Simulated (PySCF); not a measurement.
Consider methoxy radical, `C[O]` (CH3O•, doublet). Non-hydrogen atoms are numbered in `[CH3:1][O:2]`.

These are calculated values, PBE0-D3(BJ)/ma-def2-TZVP in PySCF (grid level 2) at geometries from PBE0-D3(BJ)/ma-def2-SVP. The prefix ma- adds one diffuse s and one diffuse p function on all atoms but H. Thermal corrections: PBE0-D3(BJ)/ma-def2-SVP frequencies, unscaled, ideal gas at 298.15 K and 1 bar, quasi-RRHO entropy.

Question: What are the vertical and the adiabatic electron affinity for forming the singlet anion?

Answer: 1.18 eV vertical and 1.37 eV adiabatic, the latter with zero-point energy.

Question: What reduction potential follows in DMF (IEF-PCM), given that Fc+/Fc comes at 4.40 V absolute with this functional and basis?

Answer: In the gas phase −ΔG of reduction is 1.318 eV, and solvation is -14.1 kJ/mol for the parent and -296.3 kJ/mol for the product, so the absolute potential is 4.24 V, or -0.16 V against Fc+/Fc. Fc+/Fc in DMF, 4.40 V, is PBE0-D3(BJ)/ma-def2-TZVP on PBE0-D3(BJ)/def2-SVP structures with GFN2-xTB thermal terms. Benchmark calculations put it near 5.0 V in acetonitrile and DMSO, so it is about 0.6 V low, and the value against it can read up to that much too high. The solvent is electrostatics only, on gas-phase structures; the absolute scale refers to an electron at rest in vacuum.
